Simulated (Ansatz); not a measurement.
Results of r²SCANh (plane waves, PAW; Ansatz, a program for electronic structure) for bcc K.

Settings: plane-wave cutoff 520 eV, 10×10×10 k mesh, Fermi–Dirac smearing 0.05 eV, scalar-relativistic PAW data made under PBE.

Energies at three volumes about the minimum:

```
V (Å³/atom)  E − E_lowest (meV/atom)
-----------  -----------------------
74.974                          0.47
76.290                          0.00
78.819                          0.46
```

Question: Fit a parabola by hand: where is the minimum, what lattice constant follows, and what is the bulk modulus?

Answer: Slopes: (0.00 − 0.47)/(76.290 − 74.974) = -0.357 and (0.46 − 0.00)/(78.819 − 76.290) = 0.182 meV/Å³. Curvature E″ = 2 × (0.182 − (-0.357))/(78.819 − 74.974) = 0.280 meV/Å⁶. From the middle of the first interval, the slope vanishes at V0 = 75.6320 − (-0.357)/0.280 = 76.907 Å³/atom. B = V0 E″ = 76.907 × 0.280 meV/Å³ × 0.1602 GPa per meV/Å³ = 3.45 GPa. With 2 atoms in the cube, a = (2 × 76.907)^(1/3) = 5.358 Å. The full Birch–Murnaghan fit to all volumes gives V0 = 76.875 Å³/atom and B0 = 3.42 GPa.

Measured, for comparison: bulk modulus 3.75 GPa (corrected for temperature and zero-point phonon effects; as tabulated in Levämäki et al. (2014), arXiv:1402.3671); lattice constant a 5.212 Å (low-temperature or extrapolated to 0 K; zero-point anharmonic expansion removed; as tabulated in Csonka et al. (2009), arXiv:0903.4037). Computed (rounded) less measured: bulk modulus -9 %.
